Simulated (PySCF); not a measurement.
# One shape, several levels: H3PO (SMILES O=[PH3])

We compute a comparison of 6 runs (B2PLYP/STO-3G, B3LYP/STO-3G, PBE0/STO-3G, wB97X-V/STO-3G, CISD/STO-3G, FCI/STO-3G) of H3PO. Input form: a Python script.

The results are computed with PySCF 2.14.0.

10 further runs of the same task are left out: 4 that didn't finish, 6 set aside as unsound or not needed.

**1. The structure to begin with**

The species is H3PO (5 atoms), meant as a singlet with charge 0. SMILES: `O=[PH3]`. The O1–P2 distance was set to 4.068 Å, away from the relaxed value. At this shape a bond of the SMILES string is far longer than usual.

Bond lengths: P2–H3 1.388 Å, P2–H4 1.387 Å, P2–H5 1.387 Å. Angles: H3–P2–H4 103.2°, H3–P2–H5 103.0°, H4–P2–H5 103.2°.

**2. The energy at B2PLYP/STO-3G (run 1)**

start.xyz reads:

```xyz
5
H3OP
O     -3.764146    -0.892780     1.451697
P     -0.058510    -0.014650     0.022530
H      0.807060     0.564860     0.939400
H      0.663660    -1.098320    -0.454890
H     -0.030250     0.876380    -1.039990
```

input.py reads:

```python
from pyscf import gto, dft, mp

mol = gto.M(
    atom='start.xyz',
    verbose=4,
    charge=0,
    basis='sto-3g',
    max_memory=1860,
)

mf = dft.RKS(mol, xc='0.53*HF + 0.47*B88, 0.73*LYP')
mf.conv_tol = 1e-10
mf.grids.level = 5
mf.kernel()
if not mf.converged:
    mf = mf.newton().run(mf.mo_coeff, mf.mo_occ)

pt = mp.MP2(mf, frozen=6).run()
energy = mf.e_tot + 0.27 * pt.e_corr
print('PT2 part  %.8f' % (0.27 * pt.e_corr))
print('Final energy', energy)
```

The run is started by

```console
$ OMP_NUM_THREADS=1 python input.py
```

What it wrote:

```text
PySCF version 2.14.0

[... 64 lines left out ...]
WARN: HOMO 0.0758436709105685 == LUMO 0.0758444943405797
[... 20 lines left out ...]
converged SCF energy = -412.910558964661
[... 1 line left out ...]
******** <class 'pyscf.mp.mp2.RMP2'> ********
nocc = 7, nmo = 11
frozen orbitals 6
E(RMP2) = -412.982260652269  E_corr = -0.0717016876079776
E(SCS-RMP2) = -412.996274858982  E_corr = -0.0857158943211589
E_corr(same-spin) = -0.000376304778939516
E_corr(oppo-spin) = -0.0713253828290381
PT2 part  -0.01935946
Final energy -412.9299184203153
```

Wall time 5.1 s (1 thread of Arm Neoverse N1, shared host); peak memory 0.19 GiB.

**3. A single-point energy at B3LYP/STO-3G (run 2)**

calc.py reads:

```python
from pyscf import gto, dft

molecule = gto.Mole()
molecule.atom = '''
O       -3.764146      -0.892780       1.451697
P       -0.058510      -0.014650       0.022530
H        0.807060       0.564860       0.939400
H        0.663660      -1.098320      -0.454890
H       -0.030250       0.876380      -1.039990
'''
molecule.max_memory = 1860
molecule.basis = 'sto-3g'
molecule.verbose = 3
molecule.build()

mf = dft.RKS(molecule, xc='b3lyp')
mf.grids.level = 5
mf.conv_tol = 1e-10
mf.kernel()
if not mf.converged:
    mf = mf.newton().run(mf.mo_coeff, mf.mo_occ)

energy = mf.e_tot
print('E = %.10f Eh' % energy)
```

The run is started by

```console
$ OMP_NUM_THREADS=1 python calc.py
```

What it wrote:

```text
converged SCF energy = -413.171485772184
E = -413.1714857722 Eh
```

Wall time 6.3 s (1 thread of Arm Neoverse N1, shared host); peak memory 0.19 GiB.

Run 3 isn't shown in full; the table further down has it.

**4. A single-point energy at wB97X-V/STO-3G (run 4)**

input.py reads:

```python
from pyscf import gto, dft

mol = gto.M(
    atom='''
O     -7.113205    -1.687110     2.743310
P     -0.110568    -0.027684     0.042576
H      1.525122     1.067431     1.775209
H      1.254136    -2.075524    -0.859618
H     -0.057164     1.656118    -1.965296
''',
    verbose=3,
    max_memory=1860,
    basis='sto-3g',
    unit='bohr',
    spin=0,
)

mf = dft.RKS(mol, xc='wb97x-v')
mf.conv_tol = 1e-10
mf.nlcgrids.level = 1
mf.grids.level = 5
mf.kernel()
if not mf.converged:
    mf = mf.newton().run(mf.mo_coeff, mf.mo_occ)

e_tot = mf.e_tot
print('Final energy', e_tot)
```

The run is started by

```console
$ OMP_NUM_THREADS=1 python input.py
```

What it wrote:

```text
converged SCF energy = -413.110414210022
Final energy -413.11041421002176
```

It took 61 s on 1 thread of Arm Neoverse N1, shared host; peak memory 0.19 GiB.

Run 5 isn't shown in full; the table further down has it.

**5. The energy at FCI/STO-3G (run 6)**

input.py reads:

```python
from pyscf import gto, scf, mcscf
from pyscf import fci

mol = gto.M(
    atom='''
O   -3.764146  -0.892780   1.451697
P   -0.058510  -0.014650   0.022530
H    0.807060   0.564860   0.939400
H    0.663660  -1.098320  -0.454890
H   -0.030250   0.876380  -1.039990
''',
    spin=0,
    max_memory=1860,
    basis='sto-3g',
    verbose=4,
    charge=0,
)

mf = scf.RHF(mol)
mf.conv_tol = 1e-10
mf.kernel()
if not mf.converged:
    mf = mf.newton().run(mf.mo_coeff, mf.mo_occ)

cas = mcscf.CASCI(mf, mf.mo_coeff.shape[-1] - 6, (mol.nelec[0] - 6, mol.nelec[1] - 6))  # full CI above the frozen core
cas.fcisolver = fci.direct_spin0.FCI(mol)  # even spin states alone
cas.kernel()
print('<S^2> = %.4f' % cas.fcisolver.spin_square(cas.ci, cas.ncas, cas.nelecas)[0])
e_final = cas.e_tot
print(f'total energy: {e_final:.8f} hartree')
```

The run is started by

```console
$ OMP_NUM_THREADS=1 python input.py
```

What it wrote:

```text
PySCF version 2.14.0

[... 46 lines left out ...]
WARN: HOMO 0.0545435423160183 == LUMO 0.054543641605439
[... 20 lines left out ...]
converged SCF energy = -412.286297197633
[... 1 line left out ...]
******** <class 'pyscf.mcscf.casci.CASCI'> ********
CAS (7e+7e, 11o), ncore = 6, nvir = 0
natorb = False
canonicalization = True
sorting_mo_energy = False
******** <class 'pyscf.fci.direct_spin0.FCISolver'> ********
max. cycles = 100
conv_tol = 1e-10
davidson only = False
linear dependence = 1e-14
level shift = 0.001
max iter space = 12
nroots = 1
pspace_size = 400
spin = None
Density matrix diagonal elements [1.99999415 1.98852708 1.97126732 1.97122479 1.9999995  1.00040615
 1.98090473 1.0000016  0.02931284 0.02923975 0.02912208]
CASCI converged
CASCI E = -412.392477690285  E(CI) = -35.5503090131421  S^2 = 0.0000000
<S^2> = 0.0000
total energy: -412.39247769 hartree
```

Run time: 2.2 s. Hardware: 1 thread of Arm Neoverse N1, shared host; peak memory 0.14 GiB.

**6. All runs side by side**

```tsv
run	level	frozen core orbitals	nlc grid	energy (Eh)	dipole moment (D) of the reference	HOMO energy (eV)	LUMO energy (eV)	wall time
1	B2PLYP/STO-3G	6	–	-412.929918	1.05	-5.03	1.53	5.1 s
2	B3LYP/STO-3G	–	–	-413.171486	1.08	-3.53	-1.99	6.3 s
3	PBE0/STO-3G	–	–	-412.968611	1.15	-3.72	-1.59	18 s
4	wB97X-V/STO-3G	–	1	-413.110414	1.12	-6.28	1.43	61 s
5	CISD/STO-3G	6	–	-412.376599	1.01	-7.11	6.63	0.95 s
6	FCI/STO-3G	6	–	-412.392478	1.01	-7.11	6.63	2.2 s
```

**7. Summary of results**

```
                                          quantity          value
                               run 6: total energy  -412.39248 Eh
       run 6: dipole moment (Hartree–Fock density)         1.01 D
        run 6: HOMO energy (Hartree–Fock orbitals)       -7.11 eV
        run 6: LUMO energy (Hartree–Fock orbitals)        6.63 eV
      run 6: HOMO–LUMO gap (Hartree–Fock orbitals)       13.74 eV
run 6: correlation energy (6 core orbitals frozen)     -106.2 mEh
```

**Reading.** Against full CI in this basis: CISD +15.9 mEh. Over runs 1, 2, 3, 4 the dipole moment (its size) runs from 1.05 D (B2PLYP/STO-3G) to 1.15 D (PBE0/STO-3G). A double hybrid's value is that of its SCF part. Over runs 1, 2, 3, 4 the HOMO–LUMO gap runs from 1.55 eV (B3LYP/STO-3G) to 7.71 eV (wB97X-V/STO-3G). Totals of different functionals can't be ranked against each other. In runs 1, 2, 3, 4, 5, 6 the basis is minimal, so the values are rough. In runs 1, 2, 3, 4, 5 a closed-shell determinant meets a far-stretched bond, which it describes badly. All runs together took 94 s, the longest 61 s.
